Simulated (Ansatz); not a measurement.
Two shapes of singlet COS.

Shape 1:

```xyz
3

O     0.0000    0.0000   -1.5475
C     0.0000    0.0000   -0.4836
S     0.0000    0.0000    0.9551
```

Shape 2:

```xyz
3

O     0.0000    0.0000   -1.8167
C     0.0000    0.0000   -0.5677
S     0.0000    0.0000    1.1212
```

Basis set: def2-TZVP (spherical functions). Frozen core: 7 orbitals. Charge 0, multiplicity 1.

Computed with Ansatz (development build ahead of 0.2.0); each method stands on the lowest determinant of its kind that the runs found.

(1) Which shape is lower in energy, and by how much in each method?

Results:

(1)

```tsv
method	E(2) − E(1) (eV)
RHF	0.374
RHF-MP2	-0.579
```

The methods disagree on the order. Caution: no unrestricted run beside it, a lower state can exist.
